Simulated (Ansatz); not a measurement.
**CCSD(T) forces**

HSO (SMILES [OH+]=S) (charge +1), singlet, displaced at random from a GFN2-xTB minimum.

```
3
angstrom
O 0.1360 -0.4369 -0.0521
S 0.6616 0.9043 0.4167
H -0.7202 -0.6563 -0.4576
```

Program: Ansatz 0.2.0. Basis: def2-TZVPP. Cores are frozen in the correlated methods.

CCSD(T) forces from the calculation:
```
atom      Fx      Fy  Fz (eV/Å)
  O1   1.135  -1.575      0.198
  S2  -0.342   0.769     -0.006
  H3  -0.793   0.805     -0.192
```

(1) Which atom feels the largest CCSD(T) force, and how large is it?

The T1 diagnostic stays at or below 0.024. The restricted Hartree–Fock reference is unstable towards an unrestricted one here. These are differences at one structure, and CCSD(T) in triple zeta is itself an approximation.

## Answers

(1) O1, 1.95 eV/Å, along (0.58, -0.81, 0.10).

Root-mean-square difference of the force components from those of CCSD(T): PBE0-D4 0.394; wB97M-V 0.378; r2SCAN-D4 0.179; PBE-D4 0.275; B97M-V 0.269; SPW92 0.468 eV/Å.

For scale, one of the runs: CCSD(T)/def2-TZVPP forces, 87 basis functions (an equivalent command: `ansatz run in.yaml --threads 4`). The run took about 2.5 s on 4 CPU threads (shared host).
